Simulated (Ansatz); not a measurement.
**Relaxing caesium (bcc)**

Theory: DFT, RPBE, plane waves (420 eV) with PAW, scalar-relativistic in Ansatz 0.2.0. The PAW files were generated under PBE, with cores re-solved for the functional.

k-point mesh 8×8×8, Fermi-Dirac smearing 0.1 eV, no spin polarisation. Cell and atoms relax.

Starting structure:

```yaml
crystal:
  lattice:
    - [-3.0225, 3.0225, 3.0225]
    - [3.0225, -3.0225, 3.0225]
    - [3.0225, 3.0225, -3.0225]
  atoms:
    - { symbol: Cs, position: [0.0, 0.0, 0.0] }
hamiltonian:
  xc: rpbe
  pseudopotentials:
    kind: paw
    azcp:
      Cs: "pseudopotentials/Cs.paw.azcp"
basis:
  ecutwfc: 420
  fft_grid_basis: typed
kpoints:
  mp_grid: { grid: [8, 8, 8], shift: [0, 0, 0] }
magnetization:
  spin_polarized: false
scf:
  occupations: { method: fermi_dirac, width: 0.1 }
relax:
  max_steps: 60
  f_tol: 0.01
  cell: {}
```

Q: What cell does the relaxation end in?

A: Im-3m with a = 6.400 Å; 131.07 Å³ per atom against 110.45 at the start (18.7 %).

Q: How much energy does the relaxation gain?

A: 23.0 meV per atom.

This functional, with no dispersion term, lets the cell expand far past the measured one.
